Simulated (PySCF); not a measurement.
Compound: CFCl3.
Numbering: `[F:1][C:2]([Cl:3])([Cl:4])[Cl:5]`

Structure used (GFN2-xTB), in Å, numbered top down from 1:
```xyz
5
CCl3F angstrom
F      0.0603   -0.1410    1.3961
C      0.0046   -0.0063    0.0667
Cl    -0.4579    1.6606   -0.3126
Cl     1.6028   -0.3706   -0.6039
Cl    -1.2011   -1.1397   -0.5634
```

Level of theory: B97-2/ANO-RCC-VDZP in PySCF (dipole) on a GFN2-xTB geometry, gas phase.

Masses are those of the commonest isotopes; rigid-rotor values at the optimised geometry. 

Task: Give the principal moments of inertia and the rotational constants in MHz.

Result: Ia = 206.75, Ib = 206.79, Ic = 295.71 u·Å²; 505379 MHz·u·Å²/I gives A = 2444, B = 2444, C = 1709 MHz.

Task: Classify the top.

Result: An oblate symmetric top, as the point group C3v requires two equal moments; Ray's κ = 0.999.

Task: What does the inertial defect say?

Result: Not planar: Δ = Ic − Ia − Ib = -117.84 u·Å². For a rigid frame Δ = −2 Σ m c², so Σ m c² = 58.92 u·Å² lies off the ab plane. The atom farthest from that plane is 1.59 Å away.

Task: Give the other two planar moments, Paa and Pbb, and the rms extents of the mass along the axes.

Result: Paa = Σ m a² = (Ib + Ic − Ia)/2 = 147.88 and Pbb = Σ m b² = (Ia + Ic − Ib)/2 = 147.83 u·Å². With the mass M = 135.90 u, the rms extents √(P/M) along a, b and c are 1.04, 1.04, 0.66 Å.

Task: Where do the R-branch lines fall?

Result: The dipole of 0.49 D lies along the symmetry axis, so ΔK = 0 and J+1 ← J falls at 2B(J+1) for every K: 4.89 GHz, 9.78 GHz, 14.66 GHz, 19.55 GHz, 24.44 GHz for J = 0 to 4.

Task: Estimate the classical rotational partition function at 25 K, 200 K and 298.15 K.

Result: Point group C3v, symmetry number σ = 3; q = (√π/σ)·√((kT/h)³/(ABC)), k/h = 20836.6 MHz/K: 2200 at 25 K, 49700 at 200 K, 90500 at 298.15 K.

Whether it is a minimum is left open (no frequencies). Zero-point vibration and centrifugal distortion are left out.

The run took 5.3 s wall on one thread of an Intel Xeon at 2.30 GHz (shared host), and the process peaked at 0.46 GiB of memory. This is the B97-2/ANO-RCC-VDZP job that gave the dipole, with the shieldings it also computed.
